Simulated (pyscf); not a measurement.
**Concerted fragmentation: HO–B(F)–F (SMILES OB(F)F) + H• (SMILES [H]) -> O=B–F (SMILES O=BF) + HF (SMILES F) + H• (SMILES [H])**

Gas phase, doublet surface, charge 0. Bonds broken: O1–H6, B2–F3. Bonds formed: F3–H5. Optimised with ωB97X-D3(BJ)/def2-SVP in PySCF. MP2 and CC: frozen core, UHF for open shells. ΔMP2 is the change of the MP2 total energy from the triple- to the quadruple-zeta basis.

Transition state (Å):

```xyz
6

O      0.4991    -0.1289    -0.9258
B     -0.0084    -0.6385     0.0863
F      1.1617    -0.4763     1.4120
F     -0.9907    -1.2494     0.6875
H      1.8136    -0.0176     0.8230
H      2.1512     0.4667    -0.3746
```

One imaginary mode, 425i cm⁻¹; descent along it reached the two sides named, in the forms told below.

```
bond   change  reactant side (Å)  saddle  product side
-----  ------  -----------------  ------  ------------
O1–H6  breaks              0.964   1.841           4.1
B2–F3  breaks              1.333   1.776         2.493
F3–H5   forms                3.5   0.991         0.934
```

Electronic energies relative to the separated reactants (kcal/mol):

| level | barrier | reaction energy | reverse barrier |
|---|---|---|---|
| ωB97X-D3(BJ)/def2-TZVP | 64.4 | +62.5 | 2.0 |
| PBE/def2-TZVP | 54.9 | +58.6 | -3.7 |
| r²SCAN/def2-TZVP | 57.6 | +63.8 | -6.1 |
| B3LYP-D3(BJ)/def2-TZVP | 58.5 | +60.1 | -1.6 |
| PBE0-D3(BJ)/def2-TZVP | 62.2 | +63.5 | -1.3 |
| M06-2X/def2-TZVP | 66.3 | +64.6 | 1.8 |
| ωB97M-D3(BJ)/def2-TZVP | 63.1 | +61.3 | 1.8 |
| HF/def2-TZVP | 83.5 | +65.8 | 17.7 |
| MP2/def2-QZVPP | 64.8 | +57.9 | 6.9 |
| CCSD/def2-TZVPP | 67.9 | +61.6 | 6.3 |
| CCSD(T)/def2-TZVPP | 65.1 | +60.5 | 4.6 |
| CCSD(T)/def2-TZVPP + ΔMP2(QZVPP) | 64.5 | +59.8 | 4.7 |

With CCSD(T)/def2-TZVPP + ΔMP2(QZVPP) energies and thermal terms (ideal gas, 1 atm, RRHO with modes under 100 cm⁻¹ raised to 100, one conformer, R ln 2 for chiral ones without a mode under 150 cm⁻¹), in kcal/mol:

```csv
T (K),ΔH‡,ΔG‡,ΔH,ΔG
298,62.9,69.5,+57.6,+48.6
600,62.5,76.3,+58.0,+39.3
900,62.3,83.3,+57.7,+30.0
1200,62.1,90.3,+57.3,+20.8
```

On the product side the descent ends in a complex, 6.3 kcal/mol under the separated species and 8.2 kcal/mol under the saddle at ωB97X-D3(BJ)/def2-TZVP. At PBE, r²SCAN, B3LYP-D3(BJ), PBE0-D3(BJ) the saddle lies under the separated products, which points to a path from their complex (located at ωB97X-D3(BJ) alone), and parting the products costs more than the saddle. The same reactants have a lower exit, to •O–B(F)–F + H₂ (barrier +21.2 kcal/mol at ωB97M-D3(BJ), against +63.1 kcal/mol here). One saddle was located; it need not be the lowest between these sides. The CCSD(T) − MP2 part came from Ansatz, without density fitting, on the same reference.
